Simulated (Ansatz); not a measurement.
Crystal structures of potassium under PBEsol

All numbers below come from DFT, PBEsol, plane waves (420 eV) with PAW, scalar-relativistic in Ansatz. The PAW files were generated under PBE, with cores re-solved for the functional.

Each structure is relaxed within its own symmetry, so a high-lying one may be dynamically unstable.

```csv
structure,ΔE (meV/atom),V (Å³/atom),cell,magnetic state
dhcp,-1,71.32,"a = 4.655 Å, c = 15.203 Å (c/a = 3.266)",spin not included
fcc,-1,71.32,a = 6.583 Å,spin not included
bcc,0,71.32,a = 5.225 Å,spin not included
hcp,0,71.32,"a = 4.655 Å, c = 7.602 Å (c/a = 1.633)",spin not included
A15,9,71.32,a = 8.294 Å,spin not included
omega (AlB2-type),11,71.45,"a = 7.466 Å, c = 4.440 Å (c/a = 0.595)",spin not included
simple cubic,108,77.03,a = 4.255 Å,spin not included
diamond,315,104.74,a = 9.427 Å,spin not included
```

ΔE counts from bcc.

Differences under about 8 meV lie within the error of the k-point mesh.
